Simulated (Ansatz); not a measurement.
Input (CCSDT(Q)/aug-cc-pV(D+d)Z; Ansatz, an electronic-structure program): A basis named .json is the Basis Set Exchange file of that set.

Ansatz 0.2 input:
```yaml
crystal:
  periodic: [false, false, false]
  atoms:
    - {symbol: Si, position_ang: [0.00000000, 0.00000000, 0.00000000]}
    - {symbol: H, position_ang: [0.01222522, 1.46745298, -0.00876651]}
    - {symbol: H, position_ang: [1.26466648, -0.74421996, 0.01999757]}
    - {symbol: H, position_ang: [-1.27689170, -0.72323302, -0.01123105]}
basis:
  gaussian:
    orbitals: aug-cc-pV_D+d_Z.json
total_charge: 1
magnetization: {spin_polarized: false}
correlation: {method: ccsdt_q, electrons: outside_noble_gas}
```

Output:

```
Functional definition: HF
integrals: 0.04 GiB planned
1016 factors; integrals over basis functions are off by at most 1.6e-7 eV
mean field: 0.13 GiB planned
mean field evaluation 1: about -7900.5349 eV, gradient 8.5e0 eV
mean field evaluation 2: about -7900.5340 eV, gradient 8.5e0 eV
mean field evaluation 4: about -7900.9117 eV, gradient 1.9e-1 eV
mean field evaluation 8: about -7900.9119 eV, gradient 1.7e-4 eV
mean field -7900.91188495 eV, -290.3531563414 hartree, gradient 2.4e-6 eV, S^2 0.000000; 0 other end points of the search recorded, 0 dependent functions left out
5 core orbitals not correlated
reference -7900.91188495 eV, -290.3531563414 hartree; 3, 3 occupied and 51, 51 virtual orbitals, 1016 factors
second order -2.34535011 eV of doubles, -0.00000000 eV of singles
coupled cluster: 0.33 GiB planned
cycle   1  -2.84275716 eV  change   -5.0e-1 eV  update   5.3e-2
cycle   2  -3.08091307 eV  change   -2.4e-1 eV  update   2.1e-2
cycle   3  -3.09085957 eV  change   -9.9e-3 eV  update   5.0e-3
cycle   4  -3.09383085 eV  change   -3.0e-3 eV  update   2.0e-3
cycle   5  -3.09352884 eV  change    3.0e-4 eV  update   5.2e-4
cycle   6  -3.09336660 eV  change    1.6e-4 eV  update   1.8e-4
cycle   7  -3.09343425 eV  change   -6.8e-5 eV  update   6.0e-5
cycle   8  -3.09344622 eV  change   -1.2e-5 eV  update   1.7e-5
cycle   9  -3.09343834 eV  change    7.9e-6 eV  update   4.6e-6
cycle  10  -3.09343749 eV  change    8.4e-7 eV  update   1.3e-6
cycle  11  -3.09343765 eV  change   -1.6e-7 eV  update   3.9e-7
perturbative correction -0.00109526 eV, -0.0000402499 hartree
Total energy: -7904.00641785 eV, -290.4668783281 hartree
```
